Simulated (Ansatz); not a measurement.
```xyz
12

C     0.2394    1.0051   -1.9419
C    -0.7358    0.2925   -1.3837
C    -0.6628   -0.2909   -0.0440
S    -1.8880   -1.1659    0.5947
O     0.4846   -0.0294    0.5664
C     0.6885   -0.5387    1.8753
H     0.1270    1.4118   -2.9396
H     1.1682    1.1993   -1.4198
H    -1.6643    0.0979   -1.9053
H     0.6297   -1.6285    1.8741
H    -0.0687   -0.1497    2.5583
H     1.6822   -0.2035    2.1654
```

The species carries charge 0 and has multiplicity 1.

(1) List the CAM-B3LYP/def2-TZVPP orbital energies in eV (the Gaussian-basis code of Ansatz). (Best estimate.)

Answers

(1) Computed: Occupied: -2418.96, -524.22, -282.11, -280.45, -279.41, -279.38, -217.01, -161.59, -161.54, -161.37, -32.42, -24.78, -22.80, -21.97, -18.98, -17.51, -16.01, -15.39, -14.69, -14.23, -13.12, -12.35, -12.09, -11.16, -9.90, -8.59, -7.92. Lowest empty: -1.01, 2.32, 2.37, 2.63, 3.23, 3.49, 3.71, 4.26.
